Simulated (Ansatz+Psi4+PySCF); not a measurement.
**doublet CH: levels of theory in one basis**

```yaml
atoms:
  - { symbol: C, position_ang: [0.0000, 0.0000, 0.1921] }
  - { symbol: H, position_ang: [0.0000, 0.0000, -1.1525] }
```

Basis set: cc-pVTZ (spherical functions). Correlated methods keep 1 orbital frozen. Correlation on ROHF uses semicanonical orbitals with singles. Charge 0, multiplicity 2.

Computed with Ansatz (development build ahead of 0.2.0) and Psi4 1.11; each method stands on the lowest determinant of its kind that the runs found.

| method | E − E(ROHF) (eV) | <S²> of the determinant |
| --- | --- | --- |
| ROHF | 0.00 | 0.75 |
| UHF | -0.19 | 1.04 |
| UHF-MP2 | -2.81 | 1.04 |
| ROHF-CCSD | -3.67 | – |
| UHF-CCSD | -3.66 | 1.04 |
| ROHF-CCSD(T) | -3.77 | – |
| UHF-CCSD(T) | -3.77 | 1.04 |

Task: What does ROHF-MP2 give on the same scale?

Result: -2.95 eV.

The restricted and unrestricted rows may stand on different electronic states: another unrestricted solution lies nearer the restricted one.

Caution for UHF, UHF-MP2, UHF-CCSD, UHF-CCSD(T): the unrestricted determinant is spin contaminated; the determinant breaks the point group. Caution for UHF-MP2, UHF-CCSD, UHF-CCSD(T): large amplitudes, a single reference is doubtful. Caution for UHF-MP2: another reference gives a lower total.
